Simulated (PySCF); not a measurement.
Molecule (SMILES): C (CH4).
Geometry (B3LYP-D3(BJ)/def2-TZVP, fixed):
```xyz
5

C      0.0000     0.0000     0.0000
H      0.6205     0.6269     0.6390
H     -0.6429    -0.6249     0.6185
H      0.6369    -0.6328    -0.6166
H     -0.6146     0.6308    -0.6409
```
Charge 0, spin multiplicity 1.

Basis-set convergence of the lowest singlet excitation energy at PBE0 with PySCF. Tamm-Dancoff approximation; the state is taken by its order, and sets in which it differs in degeneracy or brightness are left out, yet its character can still change. All functions are spherical. Density fitting with generated auxiliary sets. No added dispersion term, no relativity. Reference: the value in d-aug-cc-pVTZ, 9.820 eV, itself unsure by roughly 0.027 eV (its mean distance from aug-pcseg-2, aug-cc-pVTZ). Deviations are taken from unrounded values. Cost is core time over that of def2-SVPD, rough, on shared machines of one kind; a dash marks a row that isn't timed (too short, read off another run, short of memory, by another algorithm or on other hardware).

```csv
basis,functions,cost
6-31G**,34,-
cc-pVDZ,34,-
6-311G**,42,0.4×
def2-SVPD,52,1×
def2-TZVPD,73,1×
cc-pVTZ,86,1×
def2-TZVPPD,105,3×
cc-pVQZ,175,7×
def2-QZVPPD,195,10×
```

Problem. Which is the smallest set listed that can be trusted to 0.1 eV here, that is, within that of the reference together with its larger relatives (same family, alike in diffuse functions; a set with none to test it counts only in the reference's own line)?

Solution. Of the sets listed that have larger relatives (same family, alike in diffuse functions), none stays within 0.1 eV of the reference together with them. Value minus reference: 6-31G** 3.066, cc-pVDZ 1.922, 6-311G** 1.473, def2-SVPD 0.753, def2-TZVPD 0.386, cc-pVTZ 1.255, def2-TZVPPD 0.376, cc-pVQZ 0.858, def2-QZVPPD 0.227 eV.
